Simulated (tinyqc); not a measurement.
UHF in the sto-3g basis, for NH3+, spin multiplicity 2, step by step. One step of it, computed by the program tinyqc.

Problem. Iteration 1: diagonalisation and new density. Diagonalise F' = X^T F X, C = X C', fill 5 alpha and 4 beta electrons from the bottom; D(s) = C_occ C_occ^T. Each column has its largest component positive (the first on a tie).

F(alpha) (hartree):
```
,1N 1s,1N 2s,1N 2px,1N 2py,1N 2pz,2H 1s,3H 1s,4H 1s
1N 1s,-16.804067,-4.182697,-0.000021,0.000000,0.002766,-0.724435,-0.723348,-0.723348
1N 2s,-4.182697,-2.714857,-0.000213,0.000000,0.031202,-0.971254,-0.970222,-0.970222
1N 2px,-0.000021,-0.000213,-0.911936,0.000000,0.000029,-0.548151,0.273657,0.273657
1N 2py,0.000000,0.000000,0.000000,-0.911876,0.000000,0.000000,-0.474442,0.474442
1N 2pz,0.002766,0.031202,0.000029,0.000000,-0.777031,0.068160,0.068074,0.068074
2H 1s,-0.724435,-0.971254,-0.548151,0.000000,0.068160,-0.802869,-0.279661,-0.279661
3H 1s,-0.723348,-0.970222,0.273657,-0.474442,0.068074,-0.279661,-0.802136,-0.279195
4H 1s,-0.723348,-0.970222,0.273657,0.474442,0.068074,-0.279661,-0.279195,-0.802136
```

F(beta) (hartree):
```
,1N 1s,1N 2s,1N 2px,1N 2py,1N 2pz,2H 1s,3H 1s,4H 1s
1N 1s,-15.948042,-4.039654,-0.000018,0.000000,0.002392,-0.697523,-0.696476,-0.696476
1N 2s,-4.039654,-2.480903,-0.000190,0.000000,0.027627,-0.875578,-0.874643,-0.874643
1N 2px,-0.000018,-0.000190,-0.774151,0.000000,0.000026,-0.487868,0.243565,0.243565
1N 2py,0.000000,0.000000,0.000000,-0.774095,0.000000,0.000000,-0.422268,0.422268
1N 2pz,0.002392,0.027627,0.000026,0.000000,-0.654269,0.060509,0.060432,0.060432
2H 1s,-0.697523,-0.875578,-0.487868,0.000000,0.060509,-0.685186,-0.249630,-0.249630
3H 1s,-0.696476,-0.874643,0.243565,-0.422268,0.060432,-0.249630,-0.684523,-0.249214
4H 1s,-0.696476,-0.874643,0.243565,0.422268,0.060432,-0.249630,-0.249214,-0.684523
```

X:
```
,1N 1s,1N 2s,1N 2px,1N 2py,1N 2pz,2H 1s,3H 1s,4H 1s
1N 1s,1.024391,-0.145004,-0.000015,0.000000,0.002396,0.020221,0.020206,0.020206
1N 2s,-0.145004,1.245998,0.000186,0.000000,-0.023229,-0.236499,-0.236169,-0.236169
1N 2px,-0.000015,0.000186,1.106870,0.000000,-0.000022,-0.243799,0.121722,0.121722
1N 2py,0.000000,0.000000,0.000000,1.106816,0.000000,0.000000,-0.210950,0.210950
1N 2pz,0.002396,-0.023229,-0.000022,0.000000,1.002405,0.024577,0.024534,0.024534
2H 1s,0.020221,-0.236499,-0.243799,0.000000,0.024577,1.149517,-0.031447,-0.031447
3H 1s,0.020206,-0.236169,0.121722,-0.210950,0.024534,-0.031447,1.149212,-0.031404
4H 1s,0.020206,-0.236169,0.121722,0.210950,0.024534,-0.031447,-0.031404,1.149212
```

Give: F' = X^T F X; orbital energies; coefficients C; F' = X^T F X; orbital energies; coefficients C; D(alpha) after iteration 1; D(beta) after iteration 1.

Solution.

F' = X^T F X (alpha) (hartree):
```
,1,2,3,4,5,6,7,8
1,-16.523,-2.062,0.000,0.000,0.006,-0.086,-0.085,-0.085
2,-2.062,-1.719,0.000,0.000,-0.006,-0.404,-0.404,-0.404
3,0.000,0.000,-0.721,0.000,0.000,-0.369,0.184,0.184
4,0.000,0.000,0.000,-0.721,0.000,0.000,-0.319,0.319
5,0.006,-0.006,0.000,0.000,-0.773,0.039,0.039,0.039
6,-0.086,-0.404,-0.369,0.000,0.039,-0.410,-0.072,-0.072
7,-0.085,-0.404,0.184,-0.319,0.039,-0.072,-0.410,-0.072
8,-0.085,-0.404,0.184,0.319,0.039,-0.072,-0.072,-0.410
```

orbital energies (alpha) (hartree): MO1 -16.808, MO2 -1.801, MO3 -1.019, MO4 -1.019, MO5 -0.779, MO6 -0.181, MO7 -0.039, MO8 -0.039

coefficients C (alpha):
```
,MO1,MO2,MO3,MO4,MO5,MO6,MO7,MO8
1N 1s,0.996,-0.239,0.000,0.000,-0.019,-0.151,0.000,0.000
1N 2s,0.020,0.909,0.000,0.000,0.099,0.951,0.000,-0.002
1N 2px,0.000,0.000,0.758,0.000,0.000,-0.001,0.000,-0.860
1N 2py,0.000,0.000,0.000,0.758,0.000,0.000,0.860,0.000
1N 2pz,-0.001,-0.025,0.000,0.000,0.992,-0.153,0.000,0.000
2H 1s,-0.003,0.089,0.329,0.000,-0.043,-0.662,0.000,0.940
3H 1s,-0.003,0.089,-0.164,0.285,-0.043,-0.665,-0.813,-0.468
4H 1s,-0.003,0.089,-0.164,-0.285,-0.043,-0.665,0.813,-0.468
```

F' = X^T F X (beta) (hartree):
```
,1,2,3,4,5,6,7,8
1,-15.660,-2.051,0.000,0.000,0.007,-0.078,-0.077,-0.077
2,-2.051,-1.523,0.000,0.000,-0.007,-0.372,-0.371,-0.371
3,0.000,0.000,-0.593,0.000,0.000,-0.347,0.173,0.173
4,0.000,0.000,0.000,-0.593,0.000,0.000,-0.300,0.300
5,0.007,-0.007,0.000,0.000,-0.650,0.036,0.036,0.036
6,-0.078,-0.372,-0.347,0.000,0.036,-0.321,-0.066,-0.066
7,-0.077,-0.371,0.173,-0.300,0.036,-0.066,-0.321,-0.066
8,-0.077,-0.371,0.173,0.300,0.036,-0.066,-0.066,-0.321
```

orbital energies (beta) (hartree): MO1 -15.955, MO2 -1.573, MO3 -0.881, MO4 -0.881, MO5 -0.656, MO6 -0.103, MO7 0.033, MO8 0.033

coefficients C (beta):
```
,MO1,MO2,MO3,MO4,MO5,MO6,MO7,MO8
1N 1s,0.994,-0.242,0.000,0.000,-0.020,-0.156,0.000,0.000
1N 2s,0.027,0.900,0.000,0.000,0.102,0.959,0.000,-0.002
1N 2px,0.000,0.000,0.748,0.000,0.000,-0.001,0.000,-0.868
1N 2py,0.000,0.000,0.000,0.748,0.000,0.000,0.868,0.000
1N 2pz,-0.001,-0.025,0.000,0.000,0.991,-0.155,0.000,0.000
2H 1s,-0.004,0.095,0.340,0.000,-0.044,-0.661,0.000,0.936
3H 1s,-0.004,0.095,-0.170,0.294,-0.044,-0.664,-0.809,-0.466
4H 1s,-0.004,0.095,-0.170,-0.294,-0.044,-0.664,0.809,-0.466
```

D(alpha) after iteration 1:
```
,1N 1s,1N 2s,1N 2px,1N 2py,1N 2pz,2H 1s,3H 1s,4H 1s
1N 1s,1.049,-0.200,0.000,0.000,-0.013,-0.023,-0.023,-0.023
1N 2s,-0.200,0.837,0.000,0.000,0.076,0.077,0.077,0.077
1N 2px,0.000,0.000,0.575,0.000,0.000,0.249,-0.125,-0.125
1N 2py,0.000,0.000,0.000,0.575,0.000,0.000,0.216,-0.216
1N 2pz,-0.013,0.076,0.000,0.000,0.984,-0.045,-0.045,-0.045
2H 1s,-0.023,0.077,0.249,0.000,-0.045,0.118,-0.044,-0.044
3H 1s,-0.023,0.077,-0.125,0.216,-0.045,-0.044,0.118,-0.044
4H 1s,-0.023,0.077,-0.125,-0.216,-0.045,-0.044,-0.044,0.118
```

D(beta) after iteration 1:
```
,1N 1s,1N 2s,1N 2px,1N 2py,1N 2pz,2H 1s,3H 1s,4H 1s
1N 1s,1.047,-0.192,0.000,0.000,0.005,-0.027,-0.027,-0.027
1N 2s,-0.192,0.811,0.000,0.000,-0.022,0.086,0.086,0.086
1N 2px,0.000,0.000,0.560,0.000,0.000,0.254,-0.127,-0.127
1N 2py,0.000,0.000,0.000,0.560,0.000,0.000,0.220,-0.220
1N 2pz,0.005,-0.022,0.000,0.000,0.001,-0.002,-0.002,-0.002
2H 1s,-0.027,0.086,0.254,0.000,-0.002,0.125,-0.049,-0.049
3H 1s,-0.027,0.086,-0.127,0.220,-0.002,-0.049,0.124,-0.049
4H 1s,-0.027,0.086,-0.127,-0.220,-0.002,-0.049,-0.049,0.124
```
